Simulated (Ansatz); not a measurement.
A made-up structure of SiH4O, closed shell:

```
6
angstrom
O 0.6544 -0.8364 0.3046
Si -0.0273 0.2807 -0.1519
H 0.0215 -1.3192 0.7414
H -1.1986 -0.1164 -1.1563
H 1.1805 0.8584 -0.7895
H -0.6305 1.1330 1.0516
```

It is relaxed with PBE-D4/def2-SVP and then PBE0-D4/def2-TZVP (Ansatz 0.2.0). Atoms count as bonded within 1.22 times the sum of their covalent radii (H–H: 0.88 Å). The end point is not checked to be a true minimum.

Q: Does its bonding change? (A judgement: the text doesn't fix the answer.)

A: By the calculation: No: no bond forms or breaks.

Where it ends: The first stage lowers the energy by 2.96 eV in 6 steps. It ends as SiH₄O ([OH][SiH3]):
O1  (0.633, -1.032, 0.421)
Si2  (-0.034, 0.347, -0.187)
H3  (0.062, -1.629, 0.906)
H4  (-1.126, 0.048, -1.155)
H5  (1.066, 1.061, -0.874)
H6  (-0.600, 1.205, 0.889)
(Å)

Labels in which every atom is bracketed show which atoms are joined, not bond orders.

For scale, one of the runs: PBE0-D4/def2-TZVP relaxation, 92 basis functions, launched by `ansatz run in.yaml --threads 2 --pin off --events-out ev --progress --plain --max-ram 4352MiB`. Hardware: 2 CPU threads of an Intel Xeon Platinum 8259CL, shared host. Wall time about 8 s.
